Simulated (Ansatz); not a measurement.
2H WSe₂ was calculated with PBEsol-D3(BJ) (Ansatz, an electronic-structure program, plane waves, PAW).

Run with plane-wave cutoff 520 eV, 12×12×4 k mesh (along the axes of the cell as run), Fermi–Dirac smearing 0.01 eV, no spin polarisation, scalar-relativistic PAW data made under PBE.

Computed at the level's own relaxed cell.

### Question
Predict the c axis length, bulk modulus B0, band gap and Γ–Γ gap.

### Answer

* **c axis length**: 12.410 Å
* **bulk modulus B0**: 68.8 GPa
* **band gap**: 0.67 eV
* **Γ–Γ gap**: 2.66 eV

Measured, for comparison: lattice parameter c 12.96 Å (300 K, not corrected to a static lattice; as tabulated in arXiv:1605.07067); bulk modulus 72 ± 1 GPa (room temperature, not corrected to a static lattice; as tabulated in High-Pressure X-ray Diffraction Study of Tungsten Diselenide, J. Phys. Chem. …). Computed (rounded) less measured: lattice parameter c -4.2 %, bulk modulus -4 %.

Note: the bulk modulus comes from volumes at which shape and atoms were relaxed.

Spin–orbit coupling is not included.

The result took roughly 13 core-minutes.
